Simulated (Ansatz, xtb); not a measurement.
**A geometry optimisation of AlBHSi+ with r2SCAN-D4/def2-SVP**

The starting geometry of this gas-phase singlet has its atoms placed at random.

```xyz
4

Al    0.4182    0.2190    0.7609
B    -0.6250    0.4672   -1.6244
Si    1.0719    0.0623   -1.3649
H    -0.6051    1.4372   -0.6733
```

Q: One run relaxed it with r2SCAN-D4/def2-SVP. What is a likely outcome?

A: It ends as a structure given below by its coordinates. Distances that change by over a tenth: B2–H4 (1.36 → 1.20 Å). Contacts that close: Al1–B2 (2.62 → 2.17 Å).

The energy falls by 2.89 eV over 14 steps:

```
step  E − E(last) (eV)
   1             2.895
   2             1.947
   4             1.051
   5             0.909
   7             0.774
   8             0.627
  10             0.167
  11             0.051
  13             0.000
  14             0.000
```

Final geometry (Å):

```yaml
atoms:
  - { symbol: Al, position_ang: [0.4717, -0.2271, 0.6750] }
  - { symbol: B, position_ang: [-0.2683, 0.9116, -1.0114] }
  - { symbol: Si, position_ang: [1.2300, -0.1908, -1.4551] }
  - { symbol: H, position_ang: [-1.1735, 1.6919, -1.1102] }
```

From the same start GFN2-xTB reaches the same bonding as this run.

From so rough a start the end depends on the optimiser's path, so another program may land elsewhere. The end wasn't checked by frequencies. Run with Ansatz 0.2.0, 20 s on 1 thread of Intel(R) Xeon(R) 6975P-C (Granite Rapids) (shared host).
